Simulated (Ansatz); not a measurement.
Program: Ansatz. Geometries: PBE0-D4/def2-TZVP. ΔE: electronic, gas phase. CBS: MP2 limit from def2 TZ/QZ plus the TZ coupled-cluster correction, frozen cores. This one scheme is used for every species. DFT in def2-TZVPP. One conformer a species, not always the lowest.

`C#CC(C)(N)S` + H–F → `C#CC(N)(F)S` + CH₄  (substitution at a C–C bond)

| level | ΔE (kJ/mol) |
| --- | --- |
| ωB97X-V | 20.0 |
| PBE0 | 19.2 |
| HF/def2-TZVPP | 14.7 |
| HF/CBS(def2) | 15.5 |

Task: What does CCSD(T)/CBS give? (Best estimate.)

Result: The calculation gave: +39.8 kJ/mol. The listed levels differ from it by -19.8, -20.6, -25.1, -24.3 kJ/mol.

Largest T1 diagnostic among the species: 0.013.

The D4 term adds +10.4 kJ/mol with B3LYP and +5.7 kJ/mol with PBE0; it sums over pairs of atoms, weighted by their polarisabilities, and B3LYP, whose exchange is more repulsive, gets the larger term. From PBE to PBE0 (25 % exact exchange), in def2-TZVPP and without D4, ΔE moves by +9.4 kJ/mol.

B3LYP here is the variant with VWN-RPA as its local correlation; programs differ in this.
